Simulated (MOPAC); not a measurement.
MOPAC input (MNDO):

```
MNDO 1SCF CHARGE=-1 GEO-OK AUX(PRECISION=9) THREADS=1
CF3

C     0.00050689 1   -0.00132078 1    0.55496514 1
F    -0.01645668 1    1.26857246 1   -0.12029224 1
F     1.10642385 1   -0.61968926 1   -0.12581178 1
F    -1.09030510 1   -0.64800268 1   -0.12387274 1
```

Q: What heat of formation does the run end on, and which ionisation energy by Koopmans theorem?

A: -168.49 kcal/mol; 3.95 eV.
